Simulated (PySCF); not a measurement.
Species: 1-chloro-1-propene(Z), C3H5Cl.
SMILES: `C/C=C\Cl`

All values: PBE0/pcSseg-1 (PySCF, non-relativistic), on one gas-phase PBE0-D3(BJ)/def2-SVP geometry that isn't relaxed in the solvent. The solvent is an IEF-PCM continuum (Bondi radii, 1.10 Å for H, scaled by 1.2). Specific hydrogen bonds and non-electrostatic terms are outside this model.

| run | E − E(gas) (kcal/mol) | HOMO (eV) | HOMO–LUMO gap (eV) | dipole (D) |
| --- | --- | --- | --- | --- |
| gas | 0.00 | -7.20 | 7.29 | 1.72 |
| P | -1.61 | -7.19 | 7.35 | 2.12 |
| Q | -2.25 | -7.20 | 7.37 | 2.28 |

Task: The runs were made in chloroform and dimethylsulfoxide. Which run belongs to which solvent?

Result: P = chloroform, Q = dimethylsulfoxide. The dielectric constants are 4.711 (chloroform), 46.83 (dimethylsulfoxide), and the energy falls further as ε rises. In this model the ground state sees the solvent through ε alone.

Task: How constant is the ratio of the lowering to (ε − 1)/(2ε + 1)?

Result: 
```
          solvent  (ε − 1)/(2ε + 1)  E − E(gas) (kcal/mol)  ratio (kcal/mol)  polarisation term (kcal/mol)
       chloroform             0.356                  -1.61              -4.5                         -1.78
dimethylsulfoxide             0.484                  -2.25              -4.6                         -2.59
```

The ratio changes by +2.8 % in size from chloroform to dimethylsulfoxide. The polarisation term is half the interaction of the solute with the induced surface charges.

Time: 2.2 s; peak memory 0.50 GiB. Hardware: an AMD EPYC 9R45 with one thread, shared host. This is the whole shielding run at PBE0/pcSseg-1 in dimethylsulfoxide, SCF included.
